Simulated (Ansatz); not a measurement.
A calculation on hcp Tc returned lattice constant a 2.710 Å, lattice parameter c 4.332 Å, elastic constant C11 556 GPa, elastic constant C44 155 GPa, Voigt–Reuss–Hill shear modulus 161 GPa.

For reference: lattice constant a 2.741 Å (measured, 293 K, no zero-point or thermal correction; as tabulated in Wikipedia's data pages); lattice parameter c 4.399 Å (measured, 293 K, not corrected to a static lattice; as tabulated in Wikipedia's data pages).

Q: Which level of theory produced these numbers?
(A) HSE06 (Ansatz, a program for electronic structure)
(B) LDA (Ansatz)
(C) PBE (Ansatz)
(D) PBEsol (Ansatz)

A: B, LDA (Ansatz)

The others give: PBEsol 2.724 Å, 4.359 Å, 533 GPa, 149 GPa, 155 GPa; PBE 2.752 Å, 4.403 Å, 489 GPa, 137 GPa, 143 GPa; HSE06 2.718 Å, 4.350 Å, 499 GPa, 146 GPa, 130 GPa.

Unless a cell is named, each level is at its own relaxed cell (HSE06 13.91, LDA 13.77, PBE 14.44, PBEsol 14.00 Å³/atom).

Caveats: hybrids on metals are sensitive to the k mesh (HSE06). Ansatz's density-functional and Hartree–Fock values are scalar-relativistic unless marked +SOC, with PAW data made under PBE.
